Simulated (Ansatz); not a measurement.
# triplet C2H3Al: levels of theory compared

Aim: a comparison of 4 runs (UB3LYP/6-31G*, U-wB97X/def2-TZVP, USVWN5/def2-TZVP, RPA@PBE0/def2-TZVP) of triplet C2H3Al. 

The calculation is run with Ansatz 0.2.0.

37 further runs of the same task are left out: 1 that didn't finish, 36 set aside as unsound or not needed. Runs told in other sessions of the task aren't counted.

## 1. The structure to begin with

C2H3Al: 6 atoms, total charge 0, spin state triplet. SMILES of the parent species: `C#[C][AlH2]`. Geometry: relaxed at PBE0-D4/def2-TZVP. That shape belongs to the parent species and isn't relaxed for this state.

Bond lengths: C1–C2 1.211 Å, C2–Al3 1.906 Å, C1–H4 1.067 Å, Al3–H5 1.580 Å, Al3–H6 1.580 Å. Angles: C1–C2–Al3 179.9°, C2–C1–H4 180.0°, C2–Al3–H5 118.8°, C2–Al3–H6 118.8°, H5–Al3–H6 122.4°.

## 2. A single-point energy at UB3LYP/6-31G(d) (Cartesian functions) (run 1)

in.yaml reads:

```yaml
crystal:
  periodic: [false, false, false]
  atoms:
    - symbol: C
      position_ang: [-0.792800, -1.637600, -0.298100]
    - symbol: C
      position_ang: [-0.266100, -0.564200, -0.106200]
    - symbol: Al
      position_ang: [0.564800, 1.124200, 0.195000]
    - symbol: H
      position_ang: [-1.257000, -2.583100, -0.467400]
    - symbol: H
      position_ang: [1.356700, 1.804700, -0.990500]
    - symbol: H
      position_ang: [0.436600, 1.792000, 1.621000]
basis:
  gaussian:
    orbitals: "6-31G*"
magnetization:
  spin_polarized: true
  initial_magnetization: 2
hamiltonian:
  xc: {name: B3LYP}
accuracy: high
output:
  orbitals: {seedname: orbitals}
```

Launch:

```console
$ ansatz run in.yaml --threads 1 --pin off --max-ram 3480MiB --events-out events.jsonl --progress --plain --runs-dir runs
```

Output:

```text
Warning: RAYON_NUM_THREADS=1 ignored (pool sized by the plan → 1); use --threads N
Functional definition: B3LYP
  name "B3LYP"
  parameter a0 = 0.2
  parameter ax = 0.72
  parameter ac = 0.81
  exchange = (1 - a0 - ax)*slater_x + ax*b88_x + a0*exact_x
  correlation = (1 - ac)*vwn_rpa_c + ac*lyp_c
1110 factors; integrals over basis functions are off by at most 3.6e-9 eV
mean field evaluation 1: about -8702.5892 eV, gradient 3.9e1 eV
mean field evaluation 2: about -8615.3525 eV, gradient 9.5e1 eV
mean field evaluation 4: about -8709.3758 eV, gradient 2.3e1 eV
mean field evaluation 8: about -8713.3083 eV, gradient 1.1e-1 eV
mean field evaluation 16: about -8713.3920 eV, gradient 1.3e-3 eV
mean field evaluation 32: about -8713.3920 eV, gradient 2.1e-6 eV
mean field -8713.39202810 eV, -320.2112508833 hartree, gradient 3.6e-8 eV, S^2 2.010312; 4 other end points of the search recorded, 0 dependent functions left out
reference -8713.39206530 eV, -320.2112522506 hartree; 15, 13 occupied and 40, 42 virtual orbitals, 1110 factors
Total energy: -8713.39206530 eV, -320.2112522506 hartree
```

Wall time 12 s (1 thread of Intel Xeon Platinum 8259CL at 2.50GHz (Skylake/Cascade Lake), shared host); peak memory 0.22 GiB.

## 3. The energy at U-wB97X/def2-TZVP (run 2)

job.yaml reads:

```yaml
crystal:
  periodic: [false, false, false]
  atoms:
    - symbol: C
      position_ang: [-0.792800, -1.637600, -0.298100]
    - symbol: C
      position_ang: [-0.266100, -0.564200, -0.106200]
    - symbol: Al
      position_ang: [0.564800, 1.124200, 0.195000]
    - symbol: H
      position_ang: [-1.257000, -2.583100, -0.467400]
    - symbol: H
      position_ang: [1.356700, 1.804700, -0.990500]
    - symbol: H
      position_ang: [0.436600, 1.792000, 1.621000]
basis:
  gaussian:
    orbitals: def2-TZVP
total_charge: 0
magnetization:
  spin_polarized: true
  initial_magnetization: 2
hamiltonian:
  xc: {name: wB97X}
accuracy: high
output:
  orbitals: {seedname: orbitals}
```

Launch:

```console
$ ansatz run job.yaml --threads 1 --pin off --max-ram 3480MiB --events-out events.jsonl --progress --plain --runs-dir runs
```

Output, shortened:

```text
Warning: RAYON_NUM_THREADS=1 ignored (pool sized by the plan → 1); use --threads N
Functional definition: wB97X
  name "wB97X"
[...]
      + exact_x_lr(omega)
[...]
      + integral(e_c_pw_opposite_spin*poly(b97_u_opposite, 1, cos1, cos2, cos3, cos4))
1904 factors; integrals over basis functions are off by at most 5.6e-9 eV
375 factors; integrals over basis functions are off by at most 1.3e-9 eV
[...]
mean field -8713.08095472 eV, -320.1998191477 hartree, gradient 3.3e-8 eV, S^2 2.005376; 2 other end points of the search recorded, 0 dependent functions left out
reference -8713.08095252 eV, -320.1998190667 hartree; 15, 13 occupied and 102, 104 virtual orbitals, 1904 factors
Total energy: -8713.08095252 eV, -320.1998190667 hartree
```

It took 2.4 min on 1 thread of Intel Xeon Platinum 8259CL at 2.50GHz (Skylake/Cascade Lake), shared host; peak memory 0.82 GiB.

## 4. A single-point energy at USVWN5/def2-TZVP (run 3)

job.yaml reads:

```yaml
crystal:
  periodic: [false, false, false]
  atoms:
    - {symbol: C, position_ang: [-0.792800, -1.637600, -0.298100]}
    - {symbol: C, position_ang: [-0.266100, -0.564200, -0.106200]}
    - {symbol: Al, position_ang: [0.564800, 1.124200, 0.195000]}
    - {symbol: H, position_ang: [-1.257000, -2.583100, -0.467400]}
    - {symbol: H, position_ang: [1.356700, 1.804700, -0.990500]}
    - {symbol: H, position_ang: [0.436600, 1.792000, 1.621000]}
basis:
  gaussian:
    orbitals: def2-TZVP
magnetization:
  spin_polarized: true
  initial_magnetization: 2
hamiltonian:
  xc: {name: SVWN5}
accuracy: high
output:
  orbitals: {seedname: orbitals}
```

Launch:

```console
$ ansatz run job.yaml --threads 1 --pin off --max-ram 3480MiB --events-out events.jsonl --progress --plain --runs-dir runs
```

Output:

```text
Warning: RAYON_NUM_THREADS=1 ignored (pool sized by the plan → 1); use --threads N
Functional definition: SVWN5
  name "SVWN5"
  exchange = slater_x
  correlation = vwn5_c
1904 factors; integrals over basis functions are off by at most 5.6e-9 eV
mean field evaluation 1: about -8646.0390 eV, gradient 5.5e1 eV
mean field evaluation 2: about -8395.9692 eV, gradient 1.4e2 eV
mean field evaluation 4: about -8656.5430 eV, gradient 3.1e1 eV
mean field evaluation 8: about -8665.6634 eV, gradient 1.6e0 eV
mean field evaluation 16: about -8665.6861 eV, gradient 1.1e-2 eV
mean field evaluation 32: about -8664.7986 eV, gradient 4.0e0 eV
mean field evaluation 64: about -8665.2015 eV, gradient 7.9e-1 eV
mean field -8665.68606295 eV, -318.4580890005 hartree, gradient 7.0e-8 eV, S^2 2.003025; 6 other end points of the search recorded, 0 dependent functions left out
reference -8665.68606619 eV, -318.4580891195 hartree; 15, 13 occupied and 102, 104 virtual orbitals, 1904 factors
Total energy: -8665.68606619 eV, -318.4580891195 hartree
```

Run time: 11 s. Hardware: 1 thread of Intel Xeon Platinum 8259CL at 2.50GHz (Skylake/Cascade Lake), shared host; peak memory 0.35 GiB.

## 5. The energy at RPA@PBE0/def2-TZVP (run 4)

molecule.yaml reads:

```yaml
crystal:
  periodic: [false, false, false]
  atoms:
    - symbol: C
      position_ang: [-0.792800, -1.637600, -0.298100]
    - symbol: C
      position_ang: [-0.266100, -0.564200, -0.106200]
    - symbol: Al
      position_ang: [0.564800, 1.124200, 0.195000]
    - symbol: H
      position_ang: [-1.257000, -2.583100, -0.467400]
    - symbol: H
      position_ang: [1.356700, 1.804700, -0.990500]
    - symbol: H
      position_ang: [0.436600, 1.792000, 1.621000]
basis:
  gaussian:
    orbitals: def2-TZVP
total_charge: 0
magnetization:
  spin_polarized: true
  initial_magnetization: 2
hamiltonian:
  xc: {name: PBE0}
correlation:
  method: rpa
  frozen_orbitals: {Al: 5, C: 1, H: 0}
accuracy: high
```

Launch:

```console
$ ansatz run molecule.yaml --threads 1 --pin off --max-ram 3480MiB --events-out events.jsonl --progress --plain --runs-dir runs
```

Output, shortened:

```text
Warning: RAYON_NUM_THREADS=1 ignored (pool sized by the plan → 1); use --threads N
Functional definition: PBE0
  name "PBE0"
[...]
1904 factors; integrals over basis functions are off by at most 5.6e-9 eV
[...]
mean field -8708.21796802 eV, -320.0211076827 hartree, gradient 1.7e-8 eV, S^2 2.007454; 10 other end points of the search recorded, 0 dependent functions left out
7 core orbitals not correlated: weight in the atoms' cores, before any rotation towards them, 1.000 or more for the frozen orbitals, at most 0.000 for the correlated occupied ones
reference -8686.27901838 eV, -319.2148661540 hartree; 8, 6 occupied and 102, 104 virtual orbitals, 1904 factors
Total energy: -8701.00873836 eV, -319.7561733790 hartree
```

It took 93 s on 1 thread of Intel Xeon Platinum 8259CL at 2.50GHz (Skylake/Cascade Lake), shared host; peak memory 0.53 GiB.

## 6. All runs side by side

```
run                                level  Cartesian functions  frozen core orbitals  energy (Eh)  HOMO energy (eV)   ⟨S²⟩  wall time
  1  UB3LYP/6-31G* (Cartesian functions)                  yes                     –  -320.211252             -3.48  2.010       12 s
  2                    U-wB97X/def2-TZVP                   no                     –  -320.199819             -6.12  2.005    2.4 min
  3                     USVWN5/def2-TZVP                   no                     –  -318.458089             -3.25  2.003       11 s
  4                   RPA@PBE0/def2-TZVP                   no                     7  -319.756173                 –  2.007       93 s
```

## 7. What came out

| quantity | value |
| --- | --- |
| run 4: total energy | -319.75617 Eh |
| run 4: RPA correlation energy (valence) | -541.3 mEh |
| run 4: ⟨S²⟩ of the reference determinant | 2.007 |

Totals of different functionals can't be ranked against each other. All runs together took 4.4 min, the longest 2.4 min.
